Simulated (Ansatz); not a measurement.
Basis-set extrapolation for C$_{6}$H$_{6}$, SMILES `C=C1C=CC=C1` (PBE0-D4/def2-TZVP geometry, frozen core, Ansatz 0.2.0). Multiplicity 1, RHF reference.

```tsv
	def2-TZVPP	def2-QZVPP
HF	-230.730303	-230.740201
MP2 correlation	-0.944639	-1.004381
CCSD(T) correlation	-1.027101	not run
```

Energies in hartree. Use E(X) = E(∞) + A·exp(−7.88·√X) for Hartree–Fock and E(X) = E(∞) + B·X^(−2.97) for correlation, with X = 3 and 4, and add CCSD(T) minus MP2 of the smaller set to the MP2 limit.

Task: What is the CCSD(T) energy at the basis-set limit?

Result: HF limit: -230.740201 + (-0.009898) × 0.13774 = -230.74156. MP2 limit: -1.004381 + (-0.059742) × 0.74074 = -1.04863. Higher-order term: -1.027101 − (-0.944639) = -0.08246. Total: -231.87265 hartree, 302.6 kJ/mol below CCSD(T)/def2-TZVPP.
